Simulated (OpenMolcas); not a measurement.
# Worked example: ideal-gas entropy of C2H4 (ethylene)

A singlet with charge 0, relaxed at HF/cc-pVTZ (OpenMolcas 26.06):

```xyz
6

C    -0.0868   -0.6356   -0.1418
C     0.0868    0.6356    0.1418
H     0.0315   -1.4008    0.6029
H    -0.3543   -0.9614   -1.1301
H    -0.0315    1.4008   -0.6029
H     0.3543    0.9613    1.1301
```

Harmonic wavenumbers in cm⁻¹: 891, 1085, 1105, 1143, 1343, 1475, 1589, 1820, 3268, 3290, 3339, 3369.

Masses in u: C 12.011, H 1.008. Take T = 298.15 K, p = 1 bar, R = 8.3145 J/(mol K), kT/hc = 207.22 cm⁻¹, rigid rotor and harmonic oscillator.

Q: Work out S° at 298 K.

A: 
1. Translation (Sackur–Tetrode): S = R[3/2 ln M + 5/2 ln T − 1.1517] with M = 28.054 gives 150.4 J/(mol K).
2. Rotation: principal moments 3.372, 16.378, 19.750 u Å² give A, B, C = 4.9993, 1.0293, 0.8535 cm⁻¹; the symmetry number is σ = 4; q = (√π/σ)√((kT/hc)³/ABC) = 631; S = R(ln q + 3/2) = 66.1.
3. Vibration: with u = ν̃/207.22, each mode gives R[u/(eᵘ − 1) − ln(1 − e⁻ᵘ)]; the sum is 1.6, most from 891 cm⁻¹ (0.6), 1085 cm⁻¹ (0.3), 1105 cm⁻¹ (0.3).
4. Spin: R ln 1 = 0.0.
5. Sum: 150.4 + 66.1 + 1.6 + 0.0 = 218.1 J/(mol K).

The tabulated value is 219.3 J/(mol K) (CRC Handbook of Chemistry and Physics): the model is off by -1.2. Unscaled Hartree–Fock wavenumbers run high.
